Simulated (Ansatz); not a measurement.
System: diamond. Method: r²SCAN (PAW; Ansatz, a quantum-chemistry and plane-wave program).

The same calculation (at the measured cell, 5.673 Å³/atom) with different numerical settings:

```
run    k mesh  gap on the mesh (eV)  total energy (eV/atom)      rough time
---  --------  --------------------  ----------------------  --------------
1       4×4×4                 4.662               -251.4860  under 3 core-s
2       6×6×6                 4.370               -251.5516  under 3 core-s
3       8×8×8                 4.353               -251.5562  under 3 core-s
4    12×12×12                 4.372               -251.5566  under 3 core-s
5    16×16×16                 4.353               -251.5566  under 3 core-s
6    20×20×20                 4.352               -251.5566  under 3 core-s
```

In the column total energy (eV/atom) the first row differs from the last by +0.0706 and the next to last by 0.0000.

The last row is no converged limit: other settings stay fixed.
